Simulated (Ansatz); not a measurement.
Ansatz (an electronic-structure program) input for CH4S, SMILES CS, PBE0/def2-TZVPD. Geometry optimised at B3LYP-D3(BJ)/def2-TZVP.

Ansatz 0.2 input:
```yaml
crystal:
  periodic: [false, false, false]
  atoms:
    - {symbol: C, position_ang: [0.01981735, 1.15713726, -0.00000000]}
    - {symbol: S, position_ang: [-0.08683094, -0.66284549, 0.00000000]}
    - {symbol: H, position_ang: [0.52143934, 1.52390719, 0.89301403]}
    - {symbol: H, position_ang: [-1.00641282, 1.52050936, -0.00000000]}
    - {symbol: H, position_ang: [0.52143934, 1.52390719, -0.89301403]}
    - {symbol: H, position_ang: [1.23392506, -0.90561942, 0.00000000]}
basis:
  gaussian:
    orbitals: def2-TZVPD
hamiltonian:
  xc: {name: PBE0}
```

Log of the run:

```
WARN ansatz: RAYON_NUM_THREADS=1 ignored (pool sized by the plan → 1); use --threads N
Functional definition: PBE0
integrals: 0.03 GiB planned
693 factors; their error is unknown
mean field: 0.34 GiB planned
mean field evaluation 1: about -11929.5923 eV, gradient 4.0e1 eV
mean field evaluation 2: about -11927.9001 eV, gradient 4.5e1 eV
mean field evaluation 4: about -11933.1778 eV, gradient 1.1e0 eV
mean field evaluation 8: about -11933.1977 eV, gradient 2.7e-1 eV
mean field evaluation 16: about -11933.1978 eV, gradient 2.8e-5 eV
mean field -11933.19781230 eV, -438.5369309899 hartree, gradient 2.8e-5 eV, S^2 0.000000; 0 other end points of the search recorded, 0 dependent functions left out
reference -11933.19784931 eV, -438.5369323502 hartree; 13, 13 occupied and 106, 106 virtual orbitals, 693 factors
Total energy: -11933.19784931 eV, -438.5369323502 hartree
```

The run converged.
